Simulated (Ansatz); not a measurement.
**SiH₃ (doublet): the correlation ladder at distance Si1–H4 = 1.352 Å, 6-31G**

How much of the correlation energy of SiH₃ (doublet) does each wave-function method recover here?

The runs use Ansatz 0.2.0, Gaussian basis; 6-31G, core rule «outside noble gas», up to 5 orbitals frozen.

To be run: UHF; CCSD(T) on ROHF; CCSD(T) on UHF; BCCD(T) on ROHF; CISD; CCSDT(Q) on ROHF; CCSDT(Q) on UHF; CISDTQ; CCSDTQ on ROHF; CCSDTQ on UHF; CASSCF and MRCISD+Q, 3 electrons in 3 orbitals; CASSCF and NEVPT2, 3 electrons in 3 orbitals; CASSCF and MRCISD+Q, 7 electrons in 7 orbitals; CASSCF and NEVPT2, 7 electrons in 7 orbitals; Full CI.

17 further runs of the same task are left out: 12 that didn't finish, 5 set aside as unsound or not needed.

### Step 1. The system

The geometry derives from a PBE0/def2-TZVP stationary point (not a proven minimum). One bond is set to the value named and the two fragments are kept rigid.

4 atoms, charge 0, spin multiplicity 2.

Atoms are counted from 1 here; the program's logs count them from 0.

Bond lengths: Si1–H2 1.486 Å, Si1–H3 1.486 Å, Si1–H4 1.352 Å. Angles: H2–Si1–H3 111.3°, H2–Si1–H4 111.3°, H3–Si1–H4 111.3°.

### Step 2. UHF

in.yaml

```yaml
crystal:
  periodic: [false, false, false]
  atoms:
    - {symbol: Si, position_ang: [-0.001947, -0.003664, -0.042421]}
    - {symbol: H, position_ang: [1.413312, 0.010989, 0.410433]}
    - {symbol: H, position_ang: [-0.723093, 1.216416, 0.404345]}
    - {symbol: H, position_ang: [-0.635977, -1.125300, 0.367264]}
basis:
  gaussian: {orbitals: 6-31G}
magnetization: {spin_polarized: true, initial_magnetization: 1}
hamiltonian: {xc: hf}
output: {orbitals: {seedname: orbitals}}
```

Launch:

```bash
$ ansatz run in.yaml --threads 1 --pin off --events-out ev --progress --plain --max-ram 2393MiB
```

After this run come: CCSD(T) on ROHF; CCSD(T) on UHF; BCCD(T) on ROHF; CISD; CCSDT(Q) on ROHF; CCSDT(Q) on UHF; CISDTQ; CCSDTQ on ROHF; CCSDTQ on UHF; CASSCF and MRCISD+Q, 3 electrons in 3 orbitals; CASSCF and NEVPT2, 3 electrons in 3 orbitals; CASSCF and MRCISD+Q, 7 electrons in 7 orbitals; CASSCF and NEVPT2, 7 electrons in 7 orbitals; Full CI.

Before running them: what should the planned runs give, taken together? Wanted: FCI below the RHF energy; RMP2 from FCI; UMP2 from FCI; RCCSD from FCI; RCCSD(T) from FCI; UCCSD(T) from FCI; RCCSDT(Q) from FCI; UCCSDT(Q) from FCI; NEVPT2 pair from FCI.

As calculated:

```
                         quantity                                                                                                                                                       value
         FCI below the RHF energy                                                                                                                                                  -1.8628 eV
                    RMP2 from FCI                                                                                                                                             +12.72 kcal/mol
                    UMP2 from FCI                                                                                                                                             +12.52 kcal/mol
                   RCCSD from FCI                                                                                                                                              +0.62 kcal/mol
                RCCSD(T) from FCI                                                                                                                                              +0.19 kcal/mol
                UCCSD(T) from FCI                                                                                                                                              +0.19 kcal/mol
               RCCSDT(Q) from FCI                                                                                                                                               0.00 kcal/mol
               UCCSDT(Q) from FCI                                                                                                                                               0.00 kcal/mol
             NEVPT2 pair from FCI                                                                                                                                             +10.25 kcal/mol
           MRCISD+Q pair from FCI                                                                                                                                              -0.13 kcal/mol
          NEVPT2 valence from FCI                                                                                                                                              +3.93 kcal/mol
levels within 1 kcal/mol (43 meV)  RCCSD, UCCSD, RCCSD(T), UCCSD(T), BCCD(T), RCCSDT, UCCSDT, CISDTQ, RCCSDT(Q), UCCSDT(Q), RCCSDTQ, UCCSDTQ, MRCISD+Q pair, MRCISD valence, MRCISD+Q valence
                    T1 diagnostic                                                                                                                                                       0.013
   effectively unpaired electrons                                                                                                                                                        1.02
```

**Reading.** RCCSD(T) misses by +0.19 kcal/mol, 0.4 % of the correlation energy. MRCISD+Q pair falls below full CI: the +Q correction isn't variational, and the cores differ from full CI's. One determinant dominates. Of the multireference levels listed MRCISD+Q pair comes nearest in total energy (-0.13 kcal/mol), which doesn't show that its space is the better one. These misses are within one basis, not against nature; the frozen cores of restricted and unrestricted runs differ, which can shift their rows.
